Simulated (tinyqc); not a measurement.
Inside a calculation. Method: G0W0 on RHF in the sto-6g basis, for H2O, spin multiplicity 1. One step of it, computed by the program tinyqc.

Problem. Iteration 1: building the Fock matrix. J_ij = sum D_kl (ij|kl), K_ij = sum D_kl (ik|jl); F = H + J - 0.5 K; E = tr D H + tr D J / 2 - 0.25 tr D K + E_nn.

D at the start, lower triangle:
```
            1O 1s      1O 2s    1O 2px     1O 2py     1O 2pz     2H 1s     3H 1s
1O 1s    2.129748
1O 2s   -0.613230   2.878277
1O 2px   0.000000   0.000000  2.000000
1O 2py  -0.004647   0.038234  0.000000   2.445429
1O 2pz  -0.064072   0.420567  0.000000   0.016933   2.225247
2H 1s    0.104115  -0.480503  0.000000  -0.448154  -0.294751  0.182930
3H 1s    0.095190  -0.434314  0.000000   0.416590  -0.272895  0.017938  0.159161
```

core Hamiltonian H = T + V (hartree), lower triangle:
```
             1O 1s      1O 2s     1O 2px     1O 2py     1O 2pz      2H 1s      3H 1s
1O 1s   -33.093738
1O 2s    -7.316039  -9.299426
1O 2px    0.000000   0.000000  -7.517143
1O 2py   -0.001253  -0.010766   0.000000  -7.689703
1O 2pz   -0.022481  -0.245118   0.000000  -0.006177  -7.624166
2H 1s    -2.056323  -4.172418   0.000000  -2.171577  -1.795830  -5.365383
3H 1s    -1.877331  -3.917829   0.000000   2.077277  -1.721929  -1.857251  -5.203056
```

Two-electron integrals (ij|kl) in chemists' order, unique and non-zero (hartree):
```
(11|11) 4.787491    (21|11) 0.675884    (21|21) 0.121505    (22|11) 1.117379
(22|21) 0.249212    (22|22) 0.817383    (31|31) 0.025762    (32|31) 0.039145
(32|32) 0.180664    (33|11) 1.117381    (33|21) 0.249212    (33|22) 0.817382
(33|33) 0.880663    (41|41) 0.025762    (42|41) 0.039145    (42|42) 0.180664
(43|43) 0.047461    (44|11) 1.117381    (44|21) 0.249212    (44|22) 0.817382
(44|33) 0.785741    (44|44) 0.880663    (51|51) 0.025762    (52|51) 0.039145
(52|52) 0.180664    (53|53) 0.047461    (54|54) 0.047461    (55|11) 1.117381
(55|21) 0.249212    (55|22) 0.817382    (55|33) 0.785741    (55|44) 0.785741
(55|55) 0.880663    (61|11) 0.201708    (61|21) 0.034726    (61|22) 0.069564
(61|33) 0.069410    (61|41) 0.001326    (61|42) 0.002578    (61|44) 0.069694
(61|51) 0.001044    (61|52) 0.002029    (61|54) 0.000223    (61|55) 0.069586
(61|61) 0.010117    (62|11) 0.451413    (62|21) 0.101898    (62|22) 0.365290
(62|33) 0.359541    (62|41) 0.006330    (62|42) 0.044924    (62|44) 0.370190
(62|51) 0.004983    (62|52) 0.035362    (62|54) 0.008382    (62|55) 0.366139
(62|61) 0.029208    (62|62) 0.196013    (63|31) 0.011812    (63|32) 0.064796
(63|43) 0.009459    (63|53) 0.007445    (63|63) 0.029119    (64|11) 0.241532
(64|21) 0.055337    (64|22) 0.211566    (64|33) 0.201820    (64|41) 0.014917
(64|42) 0.089961    (64|44) 0.227110    (64|51) 0.002444    (64|52) 0.019808
(64|54) 0.012462    (64|55) 0.205768    (64|61) 0.016666    (64|62) 0.138101
(64|64) 0.125624    (65|11) 0.190121    (65|21) 0.043558    (65|22) 0.166533
(65|33) 0.158861    (65|41) 0.002444    (65|42) 0.019808    (65|44) 0.163877
(65|51) 0.013736    (65|52) 0.080388    (65|54) 0.013407    (65|55) 0.176860
(65|61) 0.013119    (65|62) 0.108706    (65|64) 0.075963    (65|65) 0.088913
(66|11) 0.564801    (66|21) 0.129813    (66|22) 0.527578    (66|33) 0.506260
(66|41) 0.011332    (66|42) 0.106477    (66|44) 0.545747    (66|51) 0.008920
(66|52) 0.083812    (66|54) 0.031082    (66|55) 0.530726    (66|61) 0.037687
(66|62) 0.344025    (66|64) 0.277480    (66|65) 0.218416    (66|66) 0.774999
(71|11) 0.184008    (71|21) 0.031687    (71|22) 0.063505    (71|33) 0.063366
(71|41) -0.001212   (71|42) -0.002360   (71|44) 0.063623    (71|51) 0.000955
(71|52) 0.001859    (71|54) -0.000202   (71|55) 0.063526    (71|61) 0.009096
(71|62) 0.025800    (71|64) 0.013276    (71|65) 0.011577    (71|66) 0.032757
(71|71) 0.008424    (72|11) 0.422263    (72|21) 0.095373    (72|22) 0.343266
(72|33) 0.337761    (72|41) -0.005950   (72|42) -0.042753   (72|44) 0.347949
(72|51) 0.004688    (72|52) 0.033687    (72|54) -0.008028   (72|55) 0.344087
(72|61) 0.026450    (72|62) 0.153373    (72|64) 0.073410    (72|65) 0.082959
(72|66) 0.226208    (72|71) 0.024964    (72|72) 0.174915    (73|31) 0.010915
(73|32) 0.060351    (73|43) -0.008944   (73|53) 0.007048    (73|63) 0.022003
(73|73) 0.025600    (74|11) -0.230070   (74|21) -0.052730   (74|22) -0.202431
(74|33) -0.193160   (74|41) 0.013858    (74|42) 0.084558    (74|44) -0.217171
(74|51) -0.002319   (74|52) -0.019074   (74|54) 0.011872    (74|55) -0.196961
(74|61) -0.013881   (74|62) -0.075408   (74|64) -0.014325   (74|65) -0.039734
(74|66) -0.096280   (74|71) -0.014480   (74|72) -0.125467   (74|74) 0.114787
(75|11) 0.181286    (75|21) 0.041549    (75|22) 0.159508    (75|33) 0.152203
(75|41) -0.002319   (75|42) -0.019074   (75|44) 0.157027    (75|51) 0.012742
(75|52) 0.075381    (75|54) -0.012746   (75|55) 0.169294    (75|61) 0.012076
(75|62) 0.084044    (75|64) 0.039281    (75|65) 0.066799    (75|66) 0.136536
(75|71) 0.011410    (75|72) 0.098863    (75|74) -0.070276   (75|75) 0.080974
(76|11) 0.186105    (76|21) 0.042406    (76|22) 0.163840    (76|33) 0.160191
(76|41) -0.000041   (76|42) -0.000454   (76|44) 0.163322    (76|51) 0.003350
(76|52) 0.027817    (76|54) -0.000123   (76|55) 0.168007    (76|61) 0.012030
(76|62) 0.086785    (76|64) 0.052126    (76|65) 0.054225    (76|66) 0.154806
(76|71) 0.010990    (76|72) 0.082566    (76|74) -0.051039   (76|75) 0.052374
(76|76) 0.046222    (77|11) 0.544683    (77|21) 0.125286    (77|22) 0.512798
(77|33) 0.492053    (77|41) -0.010736   (77|42) -0.103190   (77|44) 0.530448
(77|51) 0.008459    (77|52) 0.081309    (77|54) -0.030254   (77|55) 0.515892
(77|61) 0.034633    (77|62) 0.234163    (77|64) 0.096820    (77|65) 0.139497
(77|66) 0.360553    (77|71) 0.033192    (77|72) 0.321474    (77|74) -0.263777
(77|75) 0.207846    (77|76) 0.154806    (77|77) 0.774999
```

nuclear repulsion = 9.67069791 hartree

Give: Coulomb J; exchange K; Fock matrix F; total energy of this density.

Solution.

Coulomb J (hartree), lower triangle:
```
          1O 1s    1O 2s  1O 2px   1O 2py  1O 2pz   2H 1s   3H 1s
1O 1s   18.8909
1O 2s    3.4060   8.8971
1O 2px   0.0000   0.0000  8.9037
1O 2py   0.0002  -0.0009  0.0000   8.8922
1O 2pz   0.0051  -0.0084  0.0000  -0.0008  8.8953
2H 1s    0.9779   3.8559  0.0000   2.1827  1.7131  5.3282
3H 1s    0.8924   3.6199  0.0000  -2.0880  1.6399  1.6868  5.1720
```

exchange K (hartree), lower triangle:
```
         1O 1s    1O 2s  1O 2px   1O 2py  1O 2pz   2H 1s   3H 1s
1O 1s   9.9051
1O 2s   1.5995   2.8552
1O 2px  0.0000   0.0000  2.3857
1O 2py  0.0001  -0.0008  0.0000   2.3692
1O 2pz  0.0015  -0.0016  0.0000  -0.0016  2.3723
2H 1s   0.4892   1.0940  0.0000   0.4620  0.3619  0.6111
3H 1s   0.4473   1.0216  0.0000  -0.4405  0.3441  0.3666  0.5418
```

Fock matrix F (hartree), lower triangle:
```
           1O 1s    1O 2s  1O 2px   1O 2py   1O 2pz    2H 1s    3H 1s
1O 1s   -19.1553
1O 2s    -4.7098  -1.8299
1O 2px    0.0000   0.0000  0.1937
1O 2py   -0.0010  -0.0113  0.0000   0.0179
1O 2pz   -0.0182  -0.2528  0.0000  -0.0062   0.0849
2H 1s    -1.3230  -0.8636  0.0000  -0.2199  -0.2637  -0.3427
3H 1s    -1.2086  -0.8087  0.0000   0.2095  -0.2541  -0.3538  -0.3019
```

total energy of this density = -73.912176 hartree
